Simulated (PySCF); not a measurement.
# Which basis set comes closest?

Molecule: SMILES CCCC(N)=O, C4H9NO.

Geometry:
| atom | x (Å) | y (Å) | z (Å) |
| --- | --- | --- | --- |
| C1 | -2.215 | -0.424 | -0.305 |
| C2 | -0.753 | -0.417 | -0.716 |
| C3 | 0.158 | 0.177 | 0.343 |
| C4 | 1.609 | 0.263 | -0.104 |
| N5 | 2.486 | 0.618 | 0.873 |
| O6 | 1.961 | 0.045 | -1.245 |
| H7 | -2.587 | 0.597 | -0.120 |
| H8 | -2.849 | -0.869 | -1.086 |
| H9 | -2.374 | -1.003 | 0.619 |
| H10 | -0.414 | -1.441 | -0.944 |
| H11 | -0.613 | 0.147 | -1.651 |
| H12 | -0.173 | 1.198 | 0.606 |
| H13 | 0.104 | -0.404 | 1.281 |
| H14 | 2.197 | 0.798 | 1.823 |
| H15 | 3.462 | 0.715 | 0.628 |

Geometry PBE0-D3(BJ)/def2-SVP throughout; GIAO in PySCF, gas phase, one conformer, non-relativistic; equivalent atoms averaged; functional PBE0.

Reference values (measured; solution, not stated per compound (mostly CDCl3 or CCl4); Pretsch, Buehlmann, Badertscher, Structure Determination of Organic Compounds, 4th ed. (2009)): δ(H12/H13) = 2.19 ppm, δ(H10/H11) = 1.68 ppm, δ(H7/H8/H9) = 0.99 ppm. Computed shifts are taken against TMS, calculated as an isolated molecule at each level.

How do the basis sets STO-3G, 6-31G, pcSseg-0, 6-31G*, def2-SVP, cc-pVDZ, pcSseg-1, 6-311+G(2d,p), aug-cc-pVDZ, def2-TZVP, IGLO-III, cc-pVTZ perform against the reference? Times are CPU seconds on shared hosts with different chips, so compare them loosely.

Results:


```csv
basis set,functions,H12/H13,H10/H11,H7/H8/H9,mean abs. error H,core-s
STO-3G,39,1.47,1.23,0.77,0.46,5
6-31G,72,2.06,1.79,0.97,0.09,9.5
pcSseg-0,72,2.09,1.56,1.06,0.10,8.1
6-31G*,102,1.86,1.69,0.87,0.15,14
def2-SVP,129,1.65,1.38,0.76,0.36,19
cc-pVDZ,129,1.68,1.47,0.81,0.30,16
pcSseg-1,147,1.75,1.52,0.92,0.22,13
"6-311+G(2d,p)",216,2.00,1.63,0.86,0.12,37
aug-cc-pVDZ,219,2.07,1.69,0.94,0.06,35
def2-TZVP,240,1.98,1.64,0.86,0.13,44
IGLO-III,300,2.05,1.67,0.88,0.09,55
cc-pVTZ,306,1.97,1.63,0.87,0.13,56
```

For ¹H the closest is aug-cc-pVDZ (0.06 ppm, with 6-31G, IGLO-III practically level) and the furthest STO-3G (0.46 ppm). Where a smaller basis beats a larger one, errors probably cancel. One molecule is a small sample, and vibrational and solvent effects are absent from the calculation.

A small basis that lands close on one nucleus may do so by chance; judge by the trend and by all nuclei.
